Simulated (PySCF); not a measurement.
Spectrum to structure. Theory: PySCF 2.14.0, density-fitted response routines, TDDFT CAM-B3LYP/aug-cc-pVTZ, vertical, gas phase, core orbitals frozen in the response. Geometries: PBE0-D3(BJ)/def2-TZVP, one conformer each.

| state | E (eV) | f |
| --- | --- | --- |
| S1 | 7.28 | 0.0005 |
| S2 | 7.30 | 0.0000 |
| S3 | 7.57 | 0.031 |
| S4 | 7.61 | 0.048 |
| S5 | 8.22 | 0.044 |
| S6 | 8.23 | 0.0037 |
| S7 | 8.35 | 0.0003 |
| S8 | 8.38 | 0.0014 |
| S9 | 8.45 | 0.0050 |
| S10 | 8.46 | 0.020 |

Triplets computed (Tamm–Dancoff): 6.62, 6.64, 7.45, 7.51 eV.

Problem. Which structure fits?
A. `[C-]#[N+]C`
B. `C=C=N`
C. `C(C)(Cl)C`

Solution. C. Its S1 lies at 7.28 eV; the nearest of the others has S1 at 7.97 eV. S1 is HOMO→LUMO+7 (43%), HOMO→LUMO+4 (16%), HOMO→LUMO+8 (13%). Löwdin shares by element: HOMO (one of a set within 0.03 eV) chlorine 71%, carbon 18% or more; LUMO hydrogen 63% or more (atoms not listed hold the other 37%). At the same level the other candidates give, for their lowest levels:
- `C=C=N`: 4.75 eV (f 0.001); 5.74 eV (f 0.009); 6.47 eV (f 0.109); 6.85 eV (f 0.126); 6.90 eV (f 0.000); T1 4.32 eV; HOMO -8.31, LUMO 0.17 eV
- `[C-]#[N+]C`: 7.97 eV (f 0.000); 8.05 eV (f 0.189 summed over 2 states); 8.13 eV (f 0.021); 8.23 eV (f 0.004 summed over 2 states); 8.50 eV (f 0.007 summed over 2 states); T1 6.03 eV; HOMO -10.29, LUMO 0.04 eV
